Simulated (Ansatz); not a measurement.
2H MoS₂ was calculated with BLYP (Ansatz, a quantum-chemistry and plane-wave program, PAW).

Numerical settings: plane-wave cutoff 520 eV, 12×12×4 k mesh (along the axes of the cell as run), Fermi–Dirac smearing 0.01 eV, no spin polarisation, scalar-relativistic PAW data made under PBE.

Cell (measured lattice):

```xyz
6
Lattice="-1.5800 -2.7366 0.0000 -1.5800 2.7366 0.0000 0.0000 0.0000 -12.2940" Properties=species:S:1:pos:R:3 pbc="T T T"
Mo    -1.5800     0.9122    -3.0735
Mo    -1.5800    -0.9122    -9.2205
S     -1.5800     0.9122   -10.8064
S     -1.5800    -0.9122    -4.6594
S     -1.5800    -0.9122    -1.4876
S     -1.5800     0.9122    -7.6346
```

### Question
Predict the band gap, smallest direct gap on the k points sampled and Γ–Γ gap.

### Answer

band gap: 0.86 eV
smallest direct gap on the k points sampled: 1.70 eV
Γ–Γ gap: 2.16 eV

Note: cell and atoms aren't relaxed at this level (largest force component 0.03 eV/Å, pressure 8.5 GPa).

Spin–orbit coupling is not included.

Static lattice: no zero-point or thermal effects.

Computing time: very roughly 27 core-seconds.
